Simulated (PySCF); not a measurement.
Species: C5H11P.
SMILES with atom numbers: `[CH3:1][CH:2]([CH3:3])[C@@H:4]1[CH2:5][PH:6]1` (hydrogens: H7, H8, H9 on C1; H10 on C2; H11, H12, H13 on C3; H14 on C4; H15, H16 on C5; H17 on P6)

Level of theory: TDDFT B3LYP/def2-SVPD, vertical, gas phase, core orbitals frozen in the response in PySCF. Isolated species at its PBE0-D3(BJ)/def2-SVP geometry (one conformer only).

Computed states:

```tsv
state	E (eV)	f
S1	6.26	0.019
S2	6.46	0.024
S3	6.61	0.023
S4	6.87	0.073
S5	6.98	0.013
S6	7.23	0.014
S7	7.29	0.012
S8	7.41	0.029
S9	7.44	0.249
S10	7.61	0.020
```

Broadening: Gaussians 0.3 eV wide at half height, area fixed by f = 4.319×10⁻⁹ ∫ε dν̃. The cross-section is σ = 3.8235×10⁻²¹ ε cm², given in Mb (10⁻¹⁸ cm²). The width is an assumption, not a result. The curve ends short of the highest state used, and states not computed would add to its high-energy end.

Task: Give the broadened spectrum and its maxima.

Result: 
```json
{"E (eV)": "5.81", "σ (Mb)": "0.01"}
{"E (eV)": "5.83", "σ (Mb)": "0.02"}
{"E (eV)": "5.85", "σ (Mb)": "0.04"}
{"E (eV)": "5.87", "σ (Mb)": "0.06"}
{"E (eV)": "5.90", "σ (Mb)": "0.12"}
{"E (eV)": "5.92", "σ (Mb)": "0.19"}
{"E (eV)": "5.94", "σ (Mb)": "0.29"}
{"E (eV)": "5.96", "σ (Mb)": "0.42"}
{"E (eV)": "5.98", "σ (Mb)": "0.61"}
{"E (eV)": "6.01", "σ (Mb)": "0.99"}
{"E (eV)": "6.03", "σ (Mb)": "1.34"}
{"E (eV)": "6.05", "σ (Mb)": "1.76"}
{"E (eV)": "6.07", "σ (Mb)": "2.27"}
{"E (eV)": "6.09", "σ (Mb)": "2.86"}
{"E (eV)": "6.11", "σ (Mb)": "3.52"}
{"E (eV)": "6.14", "σ (Mb)": "4.62"}
{"E (eV)": "6.16", "σ (Mb)": "5.40"}
{"E (eV)": "6.18", "σ (Mb)": "6.19"}
{"E (eV)": "6.20", "σ (Mb)": "6.97"}
{"E (eV)": "6.22", "σ (Mb)": "7.73"}
{"E (eV)": "6.25", "σ (Mb)": "8.79"}
{"E (eV)": "6.27", "σ (Mb)": "9.44"}
{"E (eV)": "6.29", "σ (Mb)": "10.04"}
{"E (eV)": "6.31", "σ (Mb)": "10.61"}
{"E (eV)": "6.33", "σ (Mb)": "11.14"}
{"E (eV)": "6.35", "σ (Mb)": "11.66"}
{"E (eV)": "6.38", "σ (Mb)": "12.42"}
{"E (eV)": "6.40", "σ (Mb)": "12.91"}
{"E (eV)": "6.42", "σ (Mb)": "13.38"}
{"E (eV)": "6.44", "σ (Mb)": "13.82"}
{"E (eV)": "6.46", "σ (Mb)": "14.21"}
{"E (eV)": "6.49", "σ (Mb)": "14.68"}
{"E (eV)": "6.51", "σ (Mb)": "14.91"}
{"E (eV)": "6.53", "σ (Mb)": "15.08"}
{"E (eV)": "6.55", "σ (Mb)": "15.19"}
{"E (eV)": "6.57", "σ (Mb)": "15.28"}
{"E (eV)": "6.59", "σ (Mb)": "15.38"}
{"E (eV)": "6.62", "σ (Mb)": "15.67"}
{"E (eV)": "6.64", "σ (Mb)": "16.03"}
{"E (eV)": "6.66", "σ (Mb)": "16.59"}
{"E (eV)": "6.68", "σ (Mb)": "17.38"}
{"E (eV)": "6.70", "σ (Mb)": "18.42"}
{"E (eV)": "6.73", "σ (Mb)": "20.44"}
{"E (eV)": "6.75", "σ (Mb)": "22.02"}
{"E (eV)": "6.77", "σ (Mb)": "23.70"}
{"E (eV)": "6.79", "σ (Mb)": "25.36"}
{"E (eV)": "6.81", "σ (Mb)": "26.88"}
{"E (eV)": "6.83", "σ (Mb)": "28.14"}
{"E (eV)": "6.86", "σ (Mb)": "29.27"}
{"E (eV)": "6.88", "σ (Mb)": "29.41"}
{"E (eV)": "6.90", "σ (Mb)": "29.01"}
{"E (eV)": "6.92", "σ (Mb)": "28.10"}
{"E (eV)": "6.94", "σ (Mb)": "26.73"}
{"E (eV)": "6.97", "σ (Mb)": "24.04"}
{"E (eV)": "6.99", "σ (Mb)": "22.02"}
{"E (eV)": "7.01", "σ (Mb)": "20.01"}
```

Maxima: 180 nm (6.88 eV), ε about 7700, made up of S4 (85%) and S5 (11%) (ε in L mol⁻¹ cm⁻¹; maxima over ε = 5, shares over 10%).

Task: What would ε be at 6.88 eV, the highest of these maxima, with half the width (0.15 eV)?

Result: About 13700 L mol⁻¹ cm⁻¹ against 7700, a factor of about 1.8; a lone state at its own centre would give exactly 2.

Task: On this curve, what absorbance would a 10⁻³ mol/L sample give at 193 nm over a 1 cm path?

Result: 193 nm is 6.424 eV, where ε is about 3500 L mol⁻¹ cm⁻¹, so A = ε c l ≈ 3.5 (Beer–Lambert, with the gas-phase spectrum and the assumed width).

Task: Coming from long wavelengths, where does ε first pass 100 L mol⁻¹ cm⁻¹?

Result: At about 208 nm (5.96 eV), 0.30 eV below S1.

All these states lie below the vertical ionisation energy of 9.25 eV (ΔSCF).

Without π bonds the low states are Rydberg-like; a valence basis with one diffuse set may place them up to an eV too high.
